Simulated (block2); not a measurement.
# DMRG/STO-6G run of [S2]−, part 2 of 2

block2 0.5.4. Earlier steps stand in the parts before.

### Step 3. Singlet neutral S2: the energy at DMRG/STO-6G

Input file make_fcidump.py:

```python
from pyscf import ao2mo, cc, dft, gto, mcscf, mp, scf
from pyscf.tools import fcidump

mol = gto.M(atom="mol.xyz", basis="sto-6g", charge=0, verbose=4)
print("basis functions = %d" % (mol.nao))
mf = scf.RHF(mol)
mf.conv_tol = 1e-10
mf.max_cycle = 200
mf.kernel()
if not mf.converged:
    mf = mf.newton().run(mf.mo_coeff, mf.mo_occ)
print("E(SCF) = %.10f" % (mf.e_tot))
ref = mf
pt = mp.MP2(ref, frozen=10).run()
mycc = cc.CCSD(ref, frozen=10)
mycc.max_cycle = 150
mycc.kernel()
print(f"MP2 total energy = {pt.e_tot:.10f}")
if mycc.converged:
    print("E(CCSD) = %.10f" % (mycc.e_tot))
    print(f"E(CCSD(T)) = {mycc.e_tot + mycc.ccsd_t():.10f}")
    print("T1 diagnostic = %.4f" % (mycc.get_t1_diagnostic()))
ks = dft.RKS(mol, xc="camb3lyp").set(conv_tol=1e-9, verbose=3).run()
if ks.converged:
    print("E(CAM-B3LYP) = %.8f" % (ks.e_tot))
ks = dft.RKS(mol, xc="bhandhlyp").set(conv_tol=1e-9, verbose=3).run()
if ks.converged:
    print("E(BHLYP) = %.8f" % (ks.e_tot))
ks = dft.RKS(mol, xc="lda,vwn5").set(conv_tol=1e-9, verbose=3).run()
if ks.converged:
    print("E(SVWN5) = %.8f" % (ks.e_tot))
ks = dft.RKS(mol, xc="pbe").set(conv_tol=1e-9, verbose=3).run()
if ks.converged:
    print("E(PBE) = %.8f" % (ks.e_tot))
ks = dft.RKS(mol, xc="b3lyp").set(conv_tol=1e-9, verbose=3).run()
if ks.converged:
    print(f"E(B3LYP) = {ks.e_tot:.8f}")
cas = mcscf.CASCI(mf, 8, 12)
h1, ecore = cas.get_h1eff()
fcidump.from_integrals("FCIDUMP", h1, cas.get_h2eff(), 8, 12, nuc=ecore, ms=0)
ci = mcscf.CASCI(mf, 8, (6, 6))
ci.fix_spin_(ss=0)
ci.fcisolver.conv_tol = 1e-10
ci.fcisolver.max_cycle = 200
ci.kernel()
print(f"FCI energy = {ci.e_tot:.10f}")
```

Input file input.conf:

```
sym c1
orbitals FCIDUMP
nelec 12
spin 0
irrep 1
occ 2 2 2 2 2 2 0 0
cbias 0.2
schedule
0 12 1E-07 1E-03
3 25 1E-07 1E-04
7 50 1E-07 1E-04
10 100 1E-07 1E-05
13 100 1E-08 0.0
end
maxiter 19
sweep_tol 1E-06
fiedler
mem 1g
num_thrds 1
prefix ./tmp
outputlevel 1
onepdm
```

Command:

```console
python make_fcidump.py && block2main input.conf
```

Output:

```text
$ python make_fcidump.py

[INPUT] verbose = 4
[INPUT] num. atoms = 2
[INPUT] num. electrons = 32
[INPUT] charge = 0
[INPUT] spin (= nelec alpha-beta = 2S) = 0
[INPUT] symmetry False subgroup None
[INPUT] Mole.unit = angstrom
[INPUT] Symbol           X                Y                Z      unit          X                Y                Z       unit  Magmom
[INPUT]  1 S      0.678550000000  -0.576410000000  -0.430000000000 AA    1.282273661824  -1.089257035461  -0.812582233563 Bohr   0.0
[INPUT]  2 S     -0.678550000000   0.576410000000   0.430000000000 AA   -1.282273661824   1.089257035461   0.812582233563 Bohr   0.0

nuclear repulsion = 68.5070492249959
number of shells = 10
number of NR pGTOs = 108
number of NR cGTOs = 18
basis = sto-6g
ecp = {}
CPU time:         0.57
basis functions = 18

******** <class 'pyscf.scf.hf.RHF'> ********
method = RHF
initial guess = minao
damping factor = 0
level_shift factor = 0
DIIS = <class 'pyscf.scf.diis.CDIIS'>
diis_start_cycle = 1
diis_space = 8
diis_damp = 0
SCF conv_tol = 1e-10
SCF conv_tol_grad = None
SCF max_cycles = 200
direct_scf = True
direct_scf_tol = 1e-13
chkfile to save SCF result = tmprqz1hha2
max_memory 1800 MB (current use 107 MB)
Set gradient conv threshold to 1e-05
Initial guess from minao.
init E= -791.813453081762

WARN: HOMO -0.152421893749629 == LUMO -0.15242189374962

cycle= 1 E= -792.239832406688  delta_E= -0.426  |g|= 0.0692  |ddm|= 2.48
  HOMO = -0.202282487719917  LUMO = 0.115233289151375  gap/eV = 8.64004
cycle= 2 E= -792.241135985076  delta_E= -0.0013  |g|= 0.00965  |ddm|= 0.103
  HOMO = -0.201033648619476  LUMO = 0.116568895518588  gap/eV = 8.64241
cycle= 3 E= -792.241186541529  delta_E= -5.06e-05  |g|= 0.00112  |ddm|= 0.0245
  HOMO = -0.200805280430954  LUMO = 0.116793075894909  gap/eV = 8.64229
cycle= 4 E= -792.241187241149  delta_E= -7e-07  |g|= 3.01e-06  |ddm|= 0.00327
  HOMO = -0.200805452948072  LUMO = 0.116793011197116  gap/eV = 8.64229
cycle= 5 E= -792.24118724115  delta_E= -9.09e-13  |g|= 1.47e-07  |ddm|= 3.62e-06
  HOMO = -0.200805451741319  LUMO = 0.116793016415745  gap/eV = 8.64229
Extra cycle  E= -792.241187241151  delta_E= -1.14e-12  |g|= 1.19e-08  |ddm|= 6.3e-08
converged SCF energy = -792.241187241151
E(SCF) = -792.2411872412

******** <class 'pyscf.mp.mp2.RMP2'> ********
nocc = 6, nmo = 8
frozen orbitals 10
max_memory 1800 MB (current use 122 MB)
E(RMP2) = -792.333360674008  E_corr = -0.0921734328567443
E(SCS-RMP2) = -792.336232671726  E_corr = -0.0950454305751676
E_corr(same-spin) = -0.0179569486764525
E_corr(oppo-spin) = -0.0742164841802918

******** <class 'pyscf.cc.ccsd.CCSD'> ********
CC2 = 0
CCSD nocc = 6, nmo = 8
frozen orbitals 10
max_cycle = 150
direct = 0
conv_tol = 1e-07
conv_tol_normt = 1e-05
diis_space = 6
diis_start_cycle = 0
diis_start_energy_diff = 1e+09
max_memory 1800 MB (current use 122 MB)
Init t2, MP2 energy = -792.333360673924  E_corr(MP2) -0.0921734327726924
Init E_corr(CCSD) = -0.0921734327726924
cycle = 1  E_corr(CCSD) = -0.0984569491273777  dE = -0.00628351635  norm(t1,t2) = 0.0582562
cycle = 2  E_corr(CCSD) = -0.101532437344406  dE = -0.00307548822  norm(t1,t2) = 0.0333269
cycle = 3  E_corr(CCSD) = -0.105840580765014  dE = -0.00430814342  norm(t1,t2) = 0.0210363
cycle = 4  E_corr(CCSD) = -0.106226534811571  dE = -0.000385954047  norm(t1,t2) = 0.00632534
cycle = 5  E_corr(CCSD) = -0.106148083884931  dE = 7.84509266e-05  norm(t1,t2) = 0.00569909
cycle = 6  E_corr(CCSD) = -0.106791492245139  dE = -0.00064340836  norm(t1,t2) = 0.00525277
cycle = 7  E_corr(CCSD) = -0.106782965524736  dE = 8.5267204e-06  norm(t1,t2) = 0.00335281
cycle = 8  E_corr(CCSD) = -0.106949715812027  dE = -0.000166750287  norm(t1,t2) = 0.00107708
cycle = 9  E_corr(CCSD) = -0.106963714773282  dE = -1.39989613e-05  norm(t1,t2) = 0.00028975
cycle = 10  E_corr(CCSD) = -0.106944665360353  dE = 1.90494129e-05  norm(t1,t2) = 9.91852e-05
cycle = 11  E_corr(CCSD) = -0.106947452257655  dE = -2.7868973e-06  norm(t1,t2) = 1.3214e-05
cycle = 12  E_corr(CCSD) = -0.106946780528116  dE = 6.71729539e-07  norm(t1,t2) = 4.80272e-06
cycle = 13  E_corr(CCSD) = -0.106946789242904  dE = -8.71478761e-09  norm(t1,t2) = 1.64568e-06
CCSD converged
E(CCSD) = -792.3481340303941  E_corr = -0.1069467892429039
MP2 total energy = -792.3333606740
E(CCSD) = -792.3481340304
CCSD(T) correction = -0.00180515648498052
E(CCSD(T)) = -792.3499391869
T1 diagnostic = 0.0047
radial grids:
    Treutler-Ahlrichs [JCP 102, 346 (1995); DOI:10.1063/1.469408] (M4) radial grids

becke partition: Becke, JCP 88, 2547 (1988); DOI:10.1063/1.454033
pruning grids: <function nwchem_prune at 0x7a2734ebfb00>
grids dens level: 3
symmetrized grids: False
atomic radii adjust function: <function treutler_atomic_radii_adjust at 0x7a2734ef00e0>
tot grids = 37760
converged SCF energy = -793.478459321909
E(CAM-B3LYP) = -793.47845932
radial grids:
    Treutler-Ahlrichs [JCP 102, 346 (1995); DOI:10.1063/1.469408] (M4) radial grids

becke partition: Becke, JCP 88, 2547 (1988); DOI:10.1063/1.454033
pruning grids: <function nwchem_prune at 0x7a2734ebfb00>
grids dens level: 3
symmetrized grids: False
atomic radii adjust function: <function treutler_atomic_radii_adjust at 0x7a2734ef00e0>
tot grids = 37760
converged SCF energy = -793.505941826773
E(BHLYP) = -793.50594183
radial grids:
    Treutler-Ahlrichs [JCP 102, 346 (1995); DOI:10.1063/1.469408] (M4) radial grids

becke partition: Becke, JCP 88, 2547 (1988); DOI:10.1063/1.454033
pruning grids: <function nwchem_prune at 0x7a2734ebfb00>
grids dens level: 3
symmetrized grids: False
atomic radii adjust function: <function treutler_atomic_radii_adjust at 0x7a2734ef00e0>
tot grids = 37760
SCF not converged.
SCF energy = -790.676872799353
radial grids:
    Treutler-Ahlrichs [JCP 102, 346 (1995); DOI:10.1063/1.469408] (M4) radial grids

becke partition: Becke, JCP 88, 2547 (1988); DOI:10.1063/1.454033
pruning grids: <function nwchem_prune at 0x7a2734ebfb00>
grids dens level: 3
symmetrized grids: False
atomic radii adjust function: <function treutler_atomic_radii_adjust at 0x7a2734ef00e0>
tot grids = 37760
SCF not converged.
SCF energy = -793.151356857491
radial grids:
    Treutler-Ahlrichs [JCP 102, 346 (1995); DOI:10.1063/1.469408] (M4) radial grids

becke partition: Becke, JCP 88, 2547 (1988); DOI:10.1063/1.454033
pruning grids: <function nwchem_prune at 0x7a2734ebfb00>
grids dens level: 3
symmetrized grids: False
atomic radii adjust function: <function treutler_atomic_radii_adjust at 0x7a2734ef00e0>
tot grids = 37760
converged SCF energy = -793.509082505257
E(B3LYP) = -793.50908251

******** <class 'pyscf.mcscf.casci.CASCI'> ********
CAS (6e+6e, 8o), ncore = 10, nvir = 0
natorb = False
canonicalization = True
sorting_mo_energy = False
max_memory 1800 MB (current use 171 MB)
******** <class 'pyscf.fci.addons.SpinPenaltyFCISolver'> ********
max. cycles = 200
conv_tol = 1e-10
davidson only = True
linear dependence = 1e-12
level shift = 0.001
max iter space = 12
max_memory 1800 MB
nroots = 1
pspace_size = 400
spin = None
Density matrix diagonal elements [1.99496238 1.99760347 1.89626894 1.9564298  1.89624251 1.10299222
 1.10301868 0.05248201]
CASCI converged
CASCI E = -792.354656901189  E(CI) = -29.1940178746153  S^2 = 0.0000000
FCI energy = -792.3546569012

$ block2main input.conf

********************************** INPUT START **********************************
sym                                                             c1
orbitals                                                   FCIDUMP
nelec                                                           12
spin                                                             0
irrep                                                            1
occ                                                2 2 2 2 2 2 0 0
cbias                                                          0.2
maxiter                                                         19
sweep_tol                                                    1E-06
fiedler
mem                                                             1g
num_thrds                                                        1
prefix                                                       ./tmp
outputlevel                                                      1
onepdm
schedule                  Sweep   0-   2 : Mmps =    12 Noise =     0.001 DavTol =     1e-07
                          Sweep   3-   6 : Mmps =    25 Noise =    0.0001 DavTol =     1e-07
                          Sweep   7-   9 : Mmps =    50 Noise =    0.0001 DavTol =     1e-07
                          Sweep  10-  12 : Mmps =   100 Noise =     1e-05 DavTol =     1e-07
                          Sweep  13-  18 : Mmps =   100 Noise =         0 DavTol =     1e-08
********************************** INPUT END   **********************************

SPIN ADAPTED - REAL DOMAIN - DOUBLE PREC
qc mpo type =  QCTypes.Conventional
 UseMainStack = 0 MinDiskUsage = 1 MinMemUsage = 0 IBuf = 0 OBuf = 0
 FPCompression: prec = 1.00e-16 chunk = 1024
 IMain = 0 B / 66.8 MB DMain = 0 B / 343 MB ISeco = 0 B / 28.6 MB DSeco = 0 B / 515 MB
 OpenMP = 1 TBB = 0 BLIS = 0 MKL = GNU 2024.0.2 SeqType = Tasked AlignType = None MKLIntLen = 4
 THREADING = 2 layers : Global | Operator BatchedGEMM
 NUMBER : Global = 1 Operator = 1 Quanta = 0 MKL = 1
 COMPLEX = 1 SINGLE-PREC = 1 KSYMM = 0
using fiedler reorder =  [6 4 0 1 3 7 2 5]
read integral finished 0.004779379814863205
integral sym error =            0
MinMPOMemUsage =  False
MPS =  CCRRRRRR 0 2 < N=12 S=0 PG=0 >
GS INIT MPS BOND DIMS =       1     3    10    14    14    13    10     3     1
pre-mpo memory usage =  168 MB
build mpo start ...
build mpo finished ... Tread = 0.000 Twrite = 0.000 T = 0.002
simpl mpo start ...
simpl mpo finished ... Tread = 0.000 Twrite = 0.000 T = 0.004
GS MPO BOND DIMS =      11    20    31    46    31    20    13     1
build 1pdm mpo 0.032369568943977356
build identity mpo 0.03291170881129801
memory usage =  172 MB
para mpo finished 0.03344680881127715
env init finished 0.03945106896571815

Sweep =    0 | Direction =  forward | Bond dimension =   12 | Noise =  1.00e-03 | Dav threshold =  1.00e-07
Time elapsed =      0.025 | E =    -792.3525205527 | DW = 1.73767e-04

Sweep =    1 | Direction = backward | Bond dimension =   12 | Noise =  1.00e-03 | Dav threshold =  1.00e-07
Time elapsed =      0.044 | E =    -792.3543974849 | DE = -1.88e-03 | DW = 1.48682e-04

Sweep =    2 | Direction =  forward | Bond dimension =   12 | Noise =  1.00e-03 | Dav threshold =  1.00e-07
Time elapsed =      0.063 | E =    -792.3545830297 | DE = -1.86e-04 | DW = 2.30876e-04

Sweep =    3 | Direction = backward | Bond dimension =   25 | Noise =  1.00e-04 | Dav threshold =  1.00e-07
Time elapsed =      0.085 | E =    -792.3546566307 | DE = -7.36e-05 | DW = 7.15083e-08

Sweep =    4 | Direction =  forward | Bond dimension =   25 | Noise =  1.00e-04 | Dav threshold =  1.00e-07
Time elapsed =      0.105 | E =    -792.3546572102 | DE = -5.79e-07 | DW = 6.17292e-08

Sweep =    5 | Direction = backward | Bond dimension =   25 | Noise =  1.00e-04 | Dav threshold =  1.00e-07
Time elapsed =      0.125 | E =    -792.3546572110 | DE = -8.21e-10 | DW = 6.40908e-08

Sweep =    6 | Direction =  forward | Bond dimension =   25 | Noise =  1.00e-04 | Dav threshold =  1.00e-07
Time elapsed =      0.144 | E =    -792.3546572110 | DE = -7.82e-14 | DW = 6.17090e-08

Sweep =    7 | Direction = backward | Bond dimension =   50 | Noise =  1.00e-04 | Dav threshold =  1.00e-07
Time elapsed =      0.167 | E =    -792.3546572109 | DE = 1.10e-10 | DW = 3.57381e-14

Sweep =    8 | Direction =  forward | Bond dimension =   50 | Noise =  1.00e-04 | Dav threshold =  1.00e-07
Time elapsed =      0.191 | E =    -792.3546572109 | DE = -1.07e-14 | DW = 2.85521e-14

Sweep =    9 | Direction = backward | Bond dimension =   50 | Noise =  1.00e-04 | Dav threshold =  1.00e-07
Time elapsed =      0.215 | E =    -792.3546572109 | DE = 6.75e-14 | DW = 3.57230e-14

Sweep =   10 | Direction =  forward | Bond dimension =  100 | Noise =  1.00e-05 | Dav threshold =  1.00e-07
Time elapsed =      0.237 | E =    -792.3546572109 | DE = 0.00e+00 | DW = 1.18445e-14

Sweep =   11 | Direction = backward | Bond dimension =  100 | Noise =  1.00e-05 | Dav threshold =  1.00e-07
Time elapsed =      0.260 | E =    -792.3546572109 | DE = -1.07e-14 | DW = 1.21771e-14

Sweep =   12 | Direction =  forward | Bond dimension =  100 | Noise =  1.00e-05 | Dav threshold =  1.00e-07
Time elapsed =      0.284 | E =    -792.3546572109 | DE = -3.55e-15 | DW = 1.17159e-14

Sweep =   13 | Direction = backward | Bond dimension =  100 | Noise =  0.00e+00 | Dav threshold =  1.00e-08
Time elapsed =      0.303 | E =    -792.3546572673 | DE = -5.63e-08 | DW = 3.36344e-15

Final canonical form =  CRRRRRRR 0
DMRG Energy = -792.354657267257721
npdm string = ['(C+D)0']

Build NPDM MPO | Nsites =     8 | Nmaxops =  2 | SymbolFree = T | Cutoff = 0.00e+00
 Site =     0 /     8 .. L =        4 R =        1 M =            0 Tmid = 0.000 T = 0.000
 Site =     1 /     8 .. L =        4 R =       15 M =           15 Tmid = 0.000 T = 0.000
 Site =     2 /     8 .. L =        4 R =       13 M =           13 Tmid = 0.000 T = 0.000
 Site =     3 /     8 .. L =        4 R =       11 M =           11 Tmid = 0.000 T = 0.000
 Site =     4 /     8 .. L =        4 R =        9 M =            9 Tmid = 0.000 T = 0.000
 Site =     5 /     8 .. L =        4 R =        7 M =            7 Tmid = 0.000 T = 0.000
 Site =     6 /     8 .. L =        4 R =        5 M =            5 Tmid = 0.000 T = 0.000
 Site =     7 /     8 .. L =        1 R =        4 M =            4 Tmid = 0.000 T = 0.000
Ttotal =      0.000

Expectation | Direction =  forward | BRA bond dimension =   50 | KET bond dimension =   50
Time elapsed =      0.010
NPDM Sorting | Nsites =     8 | Nmaxops =  2 | DotSite = 2 | SymbolFree = T | Compressed = T | LowMem = F | Mem = 512 B
Ttotal =      0.000

DMRG OCC =   1.995 1.998 1.898 1.956 1.894 1.119 1.087 0.052
```

It took 8.4 s on 1 thread of AMD EPYC 7B13 (Zen 3), shared host; peak memory 0.18 GiB.

### Step 4. What came out

This closing draws on all 2 parts.

At DMRG/STO-6G, 10 core orbitals frozen:

| quantity | value |
| --- | --- |
| run 1, DMRG/STO-6G: total energy | -792.16911 Eh |
| singlet neutral S2: total energy | -792.35466 Eh |
| singlet neutral S2: T1 diagnostic of the CCSD step | 0.005 |
| vertical detachment energy (to the singlet neutral) | -5.049 eV |

What this shows: The species is unbound against losing an electron at this level, by 5.05 eV (−487 kJ/mol); missing correlation or diffuse functions can give that sign where the real anion is bound. Only the singlet of the ionised species was computed; a triplet could lie lower. In a minimal basis such a difference can be off by several eV, whatever the method.
